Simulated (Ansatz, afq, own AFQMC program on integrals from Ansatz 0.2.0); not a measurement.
CH4 + Si, triplet: a scan with AFQMC

```json
{"atom": "C", "x (Å)": "-1.8495", "y (Å)": "0.0000", "z (Å)": "0.0000"}
{"atom": "H", "x (Å)": "-2.2127", "y (Å)": "1.0273", "z (Å)": "0.0000"}
{"atom": "H", "x (Å)": "-2.2127", "y (Å)": "-0.5137", "z (Å)": "0.8897"}
{"atom": "H", "x (Å)": "-2.2127", "y (Å)": "-0.5137", "z (Å)": "-0.8897"}
{"atom": "H", "x (Å)": "-0.7599", "y (Å)": "0.0000", "z (Å)": "0.0000"}
{"atom": "Si", "x (Å)": "1.0565", "y (Å)": "0.0000", "z (Å)": "0.0000"}
```

A hydrogen atom is moved from one rigid fragment to the other; the C1–H5 distance tells how far. The two fragments are held close together, so this isn't a minimum-energy path and the start is a compressed complex. Energies in kcal/mol count from this geometry (1.090 Å) at the same level; the start stands on UHF, each point on the determinant named.

Basis cc-pVTZ. Noble-gas cores (and the filled d shells of Ga–Kr and In–Xe) are frozen. Ansatz 0.2.0 and our own AFQMC program on the same integrals; the CISD trial comes from CCSD amplitudes, and released means the phaseless constraint is let go. Uncertainties: one standard error, sampling alone.

Cautions, each for one point or more: lower spins were not checked; the ph-AFQMC/CISD walk drifts between its halves; unrestricted determinant spin contaminated.

```
r(C1–H5) / Å  det.     T1  weight  ⟨S²⟩  CCSD(T)  ph-AFQMC/CISD  released AFQMC  CCSD  r2SCAN
       1.197   UHF  0.017    0.86  2.03      4.9      4.5 ± 0.2       4.7 ± 0.2   5.3     3.6
       1.251   UHF  0.018    0.86  2.03      9.6      9.6 ± 0.2       9.6 ± 0.2  10.2     7.6
       1.305   UHF  0.019    0.86  2.03     15.3     15.1 ± 0.2      15.0 ± 0.3  16.2    12.7
       1.358   UHF  0.020    0.85  2.03     21.8     21.7 ± 0.2      21.8 ± 0.3  23.0    18.6
       1.466   UHF  0.034    0.83  2.18     37.9     37.5 ± 0.2               –  39.9    33.5
```

Weight is that of the determinant in the CISD state; at the start T1 is 0.016 and the weight 0.86, and ⟨S²⟩ is 2.03. A dash marks a missing value, a released energy that hasn't settled or a functional that sits on another state. Largest departures from phaseless AFQMC with a CISD trial: CCSD(T) 0.4 kcal/mol at 1.466 (on UHF), released AFQMC 0.2 kcal/mol at 1.197 (on UHF) (within the noise), CCSD 2.3 kcal/mol at 1.466 (on UHF), r2SCAN -4.0 kcal/mol at 1.466. The walk's constraint bias lies outside its error bars, so these are departures and not errors. Functionals count only at points shown to share the start's state and spin.

Some points may be missing: those where a free walk finds a much lower state, and past Zn most of those on another determinant than at the start.

A walk keeps the symmetry of its determinant, which the program's search chose and which needn't be the lowest solution, so a lower state of the same spin and another symmetry isn't excluded. Released energies are given only where the last usable release times agree within the noise; a slower fall can still hide under it.
